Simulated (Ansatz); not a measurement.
**CH3S radical (SMILES [CH2]S): single points off equilibrium**

An exercise on one series of results from a longer session: the logs are not shown, and one member is left open.

Program: Ansatz 0.2.0, Gaussian basis. Level of theory: single points in def2-TZVPP. These are calculated values, not measurements.

Cores are frozen in the correlated methods. Orbitals are unrestricted.

### The system as given

SMILES `[CH2]S`, 5 atoms, charge 0, spin multiplicity 2.

Atoms are counted from 1 here; the program's logs count them from 0.

Bond lengths: C1–S2 1.748 Å, C1–H3 1.066 Å, C1–H4 1.091 Å, S2–H5 1.396 Å. Angles: S2–C1–H3 120.1°, S2–C1–H4 114.0°, H3–C1–H4 122.0°, C1–S2–H5 95.2°.

As a file:

```
atom    x (Å)    y (Å)    z (Å)
  C1  -0.1003  -0.5978   0.0055
  S2   0.7808   0.8616   0.3924
  H3  -1.0179  -0.5420  -0.5337
  H4   0.1430  -1.4457   0.6470
  H5   0.2182   1.6249  -0.6323
```

The first run:

Contents of run/in.yaml:

```yaml
crystal:
  periodic: [false, false, false]
  atoms:
    - {symbol: C, position_ang: [-0.100300, -0.597800, 0.005500]}
    - {symbol: S, position_ang: [0.780800, 0.861600, 0.392400]}
    - {symbol: H, position_ang: [-1.017900, -0.542000, -0.533700]}
    - {symbol: H, position_ang: [0.143000, -1.445700, 0.647000]}
    - {symbol: H, position_ang: [0.218200, 1.624900, -0.632300]}
basis:
  gaussian: {orbitals: def2-TZVPP}
magnetization: {spin_polarized: true, initial_magnetization: 1}
correlation: {method: ccsd_t}
scf: {omitted_lower_state_checks: [cluster_reference]}
output: {forces: true}
```

No record of the launch command was kept for these runs.

Among the steps run: CCSD(T)/def2-TZVPP; PBE0-D4/def2-TZVPP; wB97M-V/def2-TZVPP; r2SCAN-D4/def2-TZVPP; PBE-D4/def2-TZVPP; BHLYP-D4/def2-TZVPP; LC-wPBE/def2-TZVPP.

One table of the session follows, with a row left open; its other results are not shown here.

| method | RMS force component (eV/Å) | angle to CCSD(T) forces (°) | dipole (D) |
| --- | --- | --- | --- |
| CCSD(T) | 0.637 | reference | 0.86 |
| PBE0-D4 | 0.677 | 10.9 | 0.90 |
| wB97M-V | 0.682 | 8.2 | 0.84 |
| r2SCAN-D4 | 0.627 | 6.4 | 0.92 |
| PBE-D4 | 0.575 | 17.4 | 0.82 |
| BHLYP-D4 | 0.754 | 10.4 | 0.93 |
| LC-wPBE | ? | ? | ? |

Estimate the missing values for LC-wPBE.

The run gave: RMS force component (eV/Å): 0.774; angle to CCSD(T) forces (°): 12.5; dipole (D): 0.97. In the column «RMS force component (eV/Å)» it is the highest.
